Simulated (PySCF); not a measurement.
# Checking a proposed structure

A compound C4H5N gives the data below (simulated from a calculation) and was assigned the structure `C/C=C/C#N`.

¹³C{¹H} NMR (computed): δ 139.1 (CH), 127.5 (CH2), 122.4 (C), 25.8 (CH2).

¹H NMR (400 MHz, computed): δ 6.12 (m, 1H), 5.51 (m, 1H), 5.50 (m, 1H), 3.00 (d, 2H).

How the numbers were obtained: PBE0-D3(BJ)/def2-TZVP structure, GIAO B97-2/pcSseg-2 shieldings, in PySCF 2.14.0 with density-fitted response routines (no relativistic terms, equivalent nuclei averaged, single conformer, gas phase).

Shifts are taken against calculated references (same method and geometry level): TMS for ¹H (31.64 ppm), ¹³C (185.38 ppm).

Problem. Compare with the shifts computed for the proposed structure, pairing carbons in order of shift.

Solution. Structure with atom numbers: `[CH3:1]/[CH:2]=[CH:3]/[C:4]#[N:5]`. Hydrogens are named by the atom that carries them.

```csv
atom,computed for proposal,given list,difference
C2,161.7,139.1,+22.6
C4,122.9,127.5,-4.6
C3,108.5,122.4,-13.9
C1,23.1,25.8,-2.7
```

The rms difference is 13.5 ppm and the largest +22.6 ppm at C2 (alkene CH). The carbon types in order of shift don't match either: CH, C, CH, CH3 for the proposal against CH, CH2, C, CH2 in the data. The proposal doesn't fit.

Problem. Which isomer fits?

Solution. `N#CCC=C`.

Carbon types of the structure: 1 × C, 1 × CH, 2 × CH2, which accounts for all hydrogens. δC 139.1: alkene CH; as expected for a trigonal carbon in a double bond. δC 127.5: terminal =CH2 carbon; as expected for a trigonal carbon in a double bond. δC 122.4: nitrile carbon; C≡N carbons fall here, among the sp2 signals but without a proton. δH 6.12: hydrogen on an alkene CH; a vinylic proton, deshielded by the sp2 carbon and the C=C anisotropy.

This is the structure that produced the data.

Shifts are as computed. Against solution values, carbons near 30 ppm lie about +3 ppm off and those near 130 ppm about +7 ppm. Of 1211 compounds with measured shifts, 218 miss one by over three times the rms of a fit or turn the order of signals round; such compounds aren't used in these exercises. No couplings were computed; multiplicities are counted from neighbouring protons, with m where these are inequivalent, close in shift, in a saturated or five-membered ring or joined by F or P, and br s for small geminal =CH2 splittings.
